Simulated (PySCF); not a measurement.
Task: Give a GFN2-xTB geometry of `C([C@@H]([CH]C)C)F` [radical]. (Doublet state.)

Result: 
```xyz
16
C5H10F angstrom
C      2.1788   -0.0366   -0.2555
C      0.8685   -0.5482    0.1957
C     -0.4152    0.0083   -0.2871
C     -1.5471   -1.0189   -0.2339
C     -0.8054    1.2467    0.5504
F     -1.8742    1.8956   -0.0200
H      2.7443    0.4018    0.5741
H      2.8011   -0.8454   -0.6513
H      2.0619    0.7179   -1.0301
H      0.8472   -1.2902    0.9753
H     -0.2980    0.3642   -1.3188
H     -1.3284   -1.8501   -0.8991
H     -1.6635   -1.4045    0.7768
H     -2.4833   -0.5599   -0.5426
H     -1.1096    0.9590    1.5612
H      0.0153    1.9693    0.5936
```

Orientation and origin are arbitrary. Atoms count from 1 in this order. C2 (carbon bonded to 2 C and H) is planar (angles 122.6°, 118.6° and 118.5°, sum 359.7°, 0.04 Å off the plane of its three neighbours). The C–C distances run from 1.477 Å (C1–C2, drawn single) to 1.545 Å (C3–C5, drawn single), a spread of 0.068 Å. Of the pairs four or more bonds apart, F6···H14 is among the closest relative to their van der Waals radii: 2.58 Å, 97 % of the sum of Bondi's values.

Bonds between heavy atoms (Å): C1–C2 1.477, C2–C3 1.480, C3–C4 1.529, C3–C5 1.545, C5–F6 1.374.

Structure optimised with GFN2-xTB, isolated species. This method treats the open shell by occupation alone, without spin polarisation.

Point group: C1 (no symmetry element, even within 0.4 Å). No frequency check. Torsions: C1–C2–C3–C4 153°, C2–C3–C5–F6 170°.

One conformer stands for the species.

All values are computed, not measured.
